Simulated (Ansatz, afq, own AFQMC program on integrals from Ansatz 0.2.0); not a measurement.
**Where AFQMC and coupled cluster stand for ScClF, quartet**

```yaml
atoms:
  - { symbol: Sc, position_ang: [0.4142, 0.5649, -0.5308] }
  - { symbol: F, position_ang: [1.1802, 0.2038, -2.2518] }
  - { symbol: Cl, position_ang: [1.6780, 2.4676, -1.9532] }
```

Connectivity, by distances: F–Sc–Cl.

Basis def2-SVP. Noble-gas cores (and the filled d shells of Ga–Kr and In–Xe) are frozen. Ansatz 0.2.0 and our own AFQMC program on the same integrals; the CISD trial comes from CCSD amplitudes, and released means the phaseless constraint is let go. Uncertainties: one standard error, sampling alone. The metal's outer-core s and p shells are frozen, which shifts wave-function levels against functionals.

Determinant: UHF, the one that the program's search chose, which needn't be the lowest solution. The geometry is a PBE0/def2-SVP stationary point of this or a neighbouring charge and spin state.

No full CI on the walks' own integrals is used here; CCSDT(Q) serves as the reference and is uncertain by about the last step of the cluster series.

Cautions: no relativity below Rb; outer-core shells of the metal frozen; higher spins were not checked; the released energies move by 1.5 errors or more from one time to the next, so no released level is given (meV from the phaseless value at times in 1/Eh: -14 ± 4 at 0.24, -24 ± 4 at 0.60, -3 ± 27 at 1.20, -38 ± 9 at 1.80, 31 ± 72 at 2.60), though the last usable value meets CCSDT(Q) within the noise.

- T1 diagnostic: 0.0246
- weight of the determinant in the CISD state: 0.883
- ⟨S²⟩ of the determinant: 3.759
- size of the correlated space: 17 electrons in 48 orbitals

```json
{"level": "MP2", "correlation energy (eV)": "-9.0062"}
{"level": "CCSD", "correlation energy (eV)": "-9.5458"}
{"level": "CCSD(T)", "correlation energy (eV)": "-9.7160"}
```

(1) Estimate where phaseless AFQMC with a CISD trial lies against CCSD(T) on the same integrals.

(1) 1.0 ± 0.5 kJ/mol below CCSD(T).

Reference: CCSDT(Q), correlation energy -9.761 eV.

```tsv
level	E − E(reference) (kJ/mol)	share of correlation (%)
CCSD(T)	4.3	99.54
CCSDT	1.9	99.79
ph-AFQMC/CISD	3.4 ± 0.5	99.64
```

A walk keeps the symmetry of its determinant, which the program's search chose and which needn't be the lowest solution, so a lower state of the same spin and another symmetry isn't excluded.
